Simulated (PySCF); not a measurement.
# OH: structure of the doublet

The task is one start of a wider search on OH: the doublet, from a linear start. It is relaxed, tested by its Hessian and followed downhill if it is a saddle.

Method: PBE0, basis O def2-TZVPD, H def2-TZVPD, no relativity, density fitting; program: PySCF 2.14.0.

### 1 Where the work starts

2 atoms, charge 0, spin multiplicity 2.

Bond lengths: O1–H2 0.997 Å.

Coordinates in bohr (charge 0 multiplicity 2):
```
O     0.0000    0.0000    0.0000
H     0.0000    0.0000    1.8841
```

### 2 First SCF at the start

One driver script runs all steps and calls PySCF; scf.py shows how it sets up the SCF of each step. The optimiser is the driver's own. After this first run the driver tries any further starts and a stability analysis.

The input, scf.py:

```python
from pyscf import gto, scf, dft
mol = gto.M(atom='''
O      0.000000     0.000000     0.000000
H      0.000000     0.000000     0.997000''',
    basis={'O': 'def2-TZVPD', 'H': 'def2-TZVPD'},
    charge=0, spin=1)
mf = dft.UKS(mol, xc='PBE0')
mf.grids.atom_grid = (50, 194)
aux = {'O': 'def2-universal-JKFIT', 'H': 'def2-universal-JKFIT'}
mf = mf.density_fit(auxbasis=aux)
mf.conv_tol = 1e-08
mf.diis_space = 10
mf.max_cycle = 60
mf.init_guess = 'minao'
mf.verbose = 4
mf.kernel()
```

Started as:

```
OMP_NUM_THREADS=2 python axn.py task.json out
```

The runs that follow: Relaxing the doublet from the linear start; Vibrations and properties at this point.

Before running it: what results should come out? Wanted: minimum; geometry; wavenumbers; dipole moment; highest occupied, lowest empty level; polar-tensor charge of O1; zero-point energy; atomisation energy; ⟨S²⟩.

The runs gave:

| quantity | value |
| --- | --- |
| minimum | doublet, C∞v |
| geometry | O–H 0.973 Å |
| wavenumbers (cm⁻¹) | 3754 |
| dipole moment | 1.65 D |
| highest occupied, lowest empty level (either spin) | -9.22, -4.30 eV |
| polar-tensor charge of O1 | -0.27 e |
| zero-point energy | 22.5 kJ/mol |
| entropy at 298.15 K | 178.2 J/(mol K) |
| atomisation energy (no zero-point energy) | 439 kJ/mol |
| ⟨S²⟩ | 0.753 |

**Reading.** The molecule stays C∞v, as typed, and the end point is a minimum. The strongest infrared band lies at 3754 cm⁻¹ (stretch). Most of the spin sits on O1 (Mulliken spin 1.03, against 1 for the whole molecule). Only this shape and spin were tried, so other structures or states may lie lower. The SCF density has lower symmetry than the nuclear frame.
